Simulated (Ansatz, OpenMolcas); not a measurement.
**Computed against measured: atomisation enthalpy at 298 K**

10 molecules with open shells; the atomisation enthalpy at 298 K in kJ/mol, computed less measured. Shapes, held fixed at every level: PBE0-D4/def2-TZVP. Flexible molecules stand in one conformer, not always the lowest. Thermal terms are harmonic and unscaled (PBE0-D4/def2-TZVP); the spin-orbit lowering of the free atoms is taken from their spectra. Programs: Ansatz 0.2.0, OpenMolcas 26.06. Measured values: Active Thermochemical Tables.

Levels: A = HF/3-21G; B = r2SCAN-D4/def2-TZVPP; C = B3LYP-D4/def2-TZVPP; D = r2SCAN0-D4/def2-TZVPP.

```json
{"molecule": "N2H (dinitrogen monohydride)", "from tabulated heats": "913", "A": "-728", "B": "-2", "C": "+35", "D": "-57"}
{"molecule": "C2HO (ethynyloxy radical)", "from tabulated heats": "1723", "A": "-759", "B": "+45", "C": "+19", "D": "-28"}
{"molecule": "CH2N (SMILES C=[N])", "from tabulated heats": "1387", "A": "-584", "B": "+8", "C": "+24", "D": "-30"}
{"molecule": "CH3 (methyl radical)", "from tabulated heats": "1224", "A": "-310", "B": "+15", "C": "+11", "D": "+7"}
{"molecule": "CH3O (hydroxymethyl radical)", "from tabulated heats": "1636", "A": "-642", "B": "+15", "C": "+7", "D": "-20"}
{"molecule": "N2H3 (hydrazinyl radical)", "from tabulated heats": "1374", "A": "-811", "B": "+2", "C": "+42", "D": "-42"}
{"molecule": "C2H3O (SMILES C[C]=O)", "from tabulated heats": "2347", "A": "-879", "B": "+22", "C": "+9", "D": "-36"}
{"molecule": "C3H3 (propargyl radical)", "from tabulated heats": "2453", "A": "-746", "B": "+31", "C": "+17", "D": "-16"}
{"molecule": "C3H3 (cyclopropenyl radical)", "from tabulated heats": "2318", "A": "-843", "B": "+33", "C": "+11", "D": "-7"}
{"molecule": "C2H5O (ethoxy radical)", "from tabulated heats": "2784", "A": "-888", "B": "+28", "C": "+19", "D": "-14"}
```

Problem. Sum up the errors.

Solution. 
```
                level           kind  mean error  mean absolute error  worst case
             HF/3-21G   Hartree–Fock      -719.0                719.0       C2H5O
 r2SCAN-D4/def2-TZVPP       meta-GGA       +19.7                 20.1        C2HO
  B3LYP-D4/def2-TZVPP  global hybrid       +19.4                 19.4        N2H3
r2SCAN0-D4/def2-TZVPP  global hybrid       -24.3                 25.7         N2H
```

On this set B3LYP-D4/def2-TZVPP has the smallest mean absolute error and HF/3-21G the largest. HF/3-21G is too low in 10 of 10; r2SCAN-D4/def2-TZVPP is too high in 9 of 10; B3LYP-D4/def2-TZVPP is too high in 10 of 10; r2SCAN0-D4/def2-TZVPP is too low in 9 of 10. Heats of the atoms come from ATcT where it has them. The levels differ in basis as well as in method. The smallest two are near a tie. Hartree–Fock lacks correlation and underbinds. Spin contamination: N2H (⟨S²⟩ up to 0.87), C2HO (⟨S²⟩ up to 0.89), CH2N (⟨S²⟩ up to 0.98), C3H3 (propargyl radical) (⟨S²⟩ up to 1.00). Open shells run unrestricted. The set is small.
